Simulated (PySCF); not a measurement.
C₄H₆O.
Cartesian coordinates in Å at the PBE0-D3(BJ)/def2-SVP level; atoms count from 1:
```xyz
11
C4H6O angstrom
C      2.609    0.238   -0.622
C      1.331    0.272   -0.346
C      0.048    0.364   -0.074
O     -0.615   -0.496    0.736
C     -2.008   -0.496    0.589
H      2.995   -0.286   -1.506
H      3.349    0.727    0.023
H     -0.541    1.195   -0.489
H     -2.417   -1.158    1.363
H     -2.318   -0.875   -0.402
H     -2.434    0.515    0.728
```

The calculation used PBE0-D3(BJ)/def2-SVP geometry optimisation, gas phase in PySCF 2.14.0.

Masses are those of the commonest isotopes; rigid-rotor values at the optimised geometry. The values belong to one conformer with, in the numbering `[CH2:1]=[C:2]=[CH:3][O:4][CH3:5]`, C2–C3–O4–C5 -161°.

Problem. Give the principal moments of inertia and the rotational constants in MHz.

Solution. Ia = 14.56, Ib = 220.68, Ic = 226.60 u·Å²; 505379 MHz·u·Å²/I gives A = 34719, B = 2290, C = 2230 MHz.

Problem. What kind of rotor is it?

Solution. A near-prolate asymmetric top: κ = (2 × 2290 − 34719 − 2230)/(34719 − 2230) = -1.00.

Problem. Is it planar, by Δ = Ic − Ia − Ib?

Solution. Not planar: Δ = Ic − Ia − Ib = -8.64 u·Å². For a rigid frame Δ = −2 Σ m c², so Σ m c² = 4.32 u·Å² lies off the ab plane: 3.54 from hydrogen and 0.78 from heavier atoms. The atom farthest from that plane is 1.18 Å away.

Problem. Where do the levels up to J = 5 lie, in MHz?

Solution. Above 0(0,0):
J = 1: 1(0,1) 4520, 1(1,1) 36949, 1(1,0) 37009
J = 2: 2(0,2) 13561, 2(1,2) 45930, 2(1,1) 46109, 2(2,1) 143396, 2(2,0) 143396
J = 3: 3(0,3) 27121, 3(1,3) 59401, 3(1,2) 59760, 3(2,2) 156956, 3(2,1) 156957, 3(3,1) 319250, 3(3,0) 319250
J = 4: 4(0,4) 45201, 4(1,4) 77362, 4(1,3) 77960, 4(2,3) 175038, 4(2,2) 175039, 4(3,2) 337331, 4(3,1) 337331, 4(4,1) 564542, 4(4,0) 564542
J = 5: 5(0,5) 67801, 5(1,5) 99813, 5(1,4) 100711, 5(2,4) 197639, 5(2,3) 197642, 5(3,3) 359933, 5(3,2) 359933, 5(4,2) 587144, 5(4,1) 587144, 5(5,1) 879272, 5(5,0) 879272
The levels of one J sum to (2J + 1)J(J + 1)(A + B + C)/3.

Problem. Predict some low-J microwave lines.

Solution. The dipole components are |μa| = 0.99 D, |μb| = 1.14 D, |μc| = 0.22 D. Intensities carry the squares of the components, which stand as 0.76 : 1.00 : 0.04 (a : b : c). Some lines, for components of 0.1 D or more:

| type | branch | J(Ka,Kc) | MHz | lower level (cm⁻¹) |
| --- | --- | --- | --- | --- |
| a | R | 1(0,1) ← 0(0,0) | 4520 | 0.000 |
| a | R | 2(1,2) ← 1(1,1) | 8981 | 1.232 |
| a | R | 2(0,2) ← 1(0,1) | 9040 | 0.151 |
| a | R | 2(1,1) ← 1(1,0) | 9100 | 1.234 |
| c | Q | 2(1,2) ← 2(0,2) | 32369 | 0.452 |
| c | Q | 1(1,1) ← 1(0,1) | 32429 | 0.151 |
| b | Q | 1(1,0) ← 1(0,1) | 32489 | 0.151 |
| b | Q | 2(1,1) ← 2(0,2) | 32549 | 0.452 |
| b | R | 1(1,1) ← 0(0,0) | 36949 | 0.000 |
| c | R | 1(1,0) ← 0(0,0) | 37009 | 0.000 |
| b | R | 2(1,2) ← 1(0,1) | 41410 | 0.151 |
| c | R | 2(1,1) ← 1(0,1) | 41589 | 0.151 |
| c | Q | 2(2,1) ← 2(1,1) | 97286 | 1.538 |
| b | Q | 2(2,0) ← 2(1,1) | 97286 | 1.538 |
| b | Q | 2(2,1) ← 2(1,2) | 97466 | 1.532 |
| b | R | 2(2,1) ← 1(1,0) | 106387 | 1.234 |
| c | R | 2(2,0) ← 1(1,0) | 106387 | 1.234 |
| c | R | 2(2,1) ← 1(1,1) | 106447 | 1.232 |
| b | R | 2(2,0) ← 1(1,1) | 106447 | 1.232 |

Problem. Estimate the classical rotational partition function at 100 K, 200 K and 298.15 K.

Solution. Point group C1, symmetry number σ = 1; q = (√π/σ)·√((kT/h)³/(ABC)), k/h = 20836.6 MHz/K: 12700 at 100 K, 35800 at 200 K, 65200 at 298.15 K.

No frequency check. Constants of a rigid frame at the computed geometry: no zero-point averaging, no centrifugal distortion. A rigid rotor knows nothing of internal rotation, which can split or shift real lines.

The run took about 22 s of CPU time (one thread, shared machine). This is the geometry optimisation.
